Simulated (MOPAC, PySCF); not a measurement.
Complex: CH4O (SMILES CO) (first 6 atoms) with H2O (SMILES O); geometry from S66by8 set.
(charge 0, multiplicity 1):
```xyz
9

O     -1.0223     0.4448    -0.0035
H     -0.0581     0.4124    -0.0031
C     -1.4838    -0.8906     0.0048
H     -2.5701    -0.8592     0.0040
H     -1.1617    -1.4501    -0.8767
H     -1.1628    -1.4388     0.8938
O      2.1246     0.3407    -0.0008
H      2.5638     0.7289    -0.7606
H      2.5625     0.7433     0.7523
```

Monomers are frozen at their geometry in the pair; levels with a basis set take the counterpoise correction. Rows marked so take none.

Rows in 6-31G* carry no dispersion term and start afresh at each structure (6-31G* with six Cartesian d functions). The state that PM6, PM7 reach isn't checked; PM7 holds dispersion and hydrogen-bond terms.

Run with MOPAC for PM6, PM7 (differences of heats of formation); PySCF for 6-31G* rows. Values without a source in brackets are computed.

Q: One of these levels gives -27.4 kJ/mol for the interaction energy. Which?
A. PM6
B. BP86/6-31G* (no counterpoise)
C. PM7
D. M06-2X/6-31G* (no counterpoise)

A: D, M06-2X/6-31G* (no counterpoise). The others give -12.4 (PM6), -17.9 (PM7), -25.0 (BP86/6-31G* (no counterpoise))
